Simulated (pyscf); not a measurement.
# Four-centre exchange: `[AsH3]` + `[OH][GaH2]` → `[OH][GaH][AsH2]` + `[H][H]`

Gas phase, singlet surface, charge 0. Bonds broken: As1–H2, Ga6–H8. Bonds formed: As1–Ga6, H2–H8. PySCF, gas phase, ωB97X-D3(BJ)/def2-SVP geometries.

Transition state (Å):

```xyz
9

As     0.6498    -1.7098    -0.5175
H      0.2806     0.1263    -0.5324
H      2.1488    -1.8216    -0.3168
H      0.2966    -2.1794     0.8808
O     -0.2892     0.0682     2.3059
Ga     0.9357     0.4197     1.0395
H     -0.5254     0.8232     2.8556
H      0.1749     1.2326    -0.2773
H      2.4118     0.8491     1.1861
```

One imaginary mode, 1350i cm⁻¹; descent along it reached the two sides named, in the forms told below.

```
bond     change  reactant side (Å)  saddle  product side
-------  ------  -----------------  ------  ------------
As1–H2   breaks              1.525   1.873           3.4
Ga6–H8   breaks              1.566   1.724           2.7
As1–Ga6   forms                3.4     2.7         2.384
H2–H8     forms                2.7   1.140         0.762
```

Electronic energies relative to the separated reactants (eV):

```csv
level,barrier,reaction energy,reverse barrier
ωB97X-D3(BJ)/def2-TZVP,1.13,-0.59,1.72
PBE/def2-TZVP,0.99,-0.45,1.44
r²SCAN/def2-TZVP,1.00,-0.47,1.47
B3LYP-D3(BJ)/def2-TZVP,1.22,-0.43,1.65
PBE0-D3(BJ)/def2-TZVP,1.02,-0.46,1.49
M06-2X/def2-TZVP,1.14,-0.54,1.68
ωB97M-D3(BJ)/def2-TZVP,1.33,-0.36,1.69
HF/def2-TZVP,2.08,-0.19,2.26
```

With ωB97M-D3(BJ)/def2-TZVP energies and thermal terms (ideal gas, 1 atm, RRHO with modes under 100 cm⁻¹ raised to 100, one conformer, R ln 2 for rigid chiral ones), in eV:

```tsv
T (K)	ΔH‡	ΔG‡	ΔH	ΔG
298	1.31	1.74	-0.39	-0.32
600	1.34	2.17	-0.33	-0.28
900	1.37	2.57	-0.29	-0.27
1200	1.40	2.97	-0.27	-0.26
```

On the reactant side the descent ends in a complex, 0.18 eV under the separated species and 1.31 eV under the saddle at ωB97X-D3(BJ)/def2-TZVP. At the saddle there is also a short Ga–H contact that neither side keeps. This is the saddle that the search found; another between the same sides may lie lower. Elements up to Kr have no core potential and no relativistic terms here.
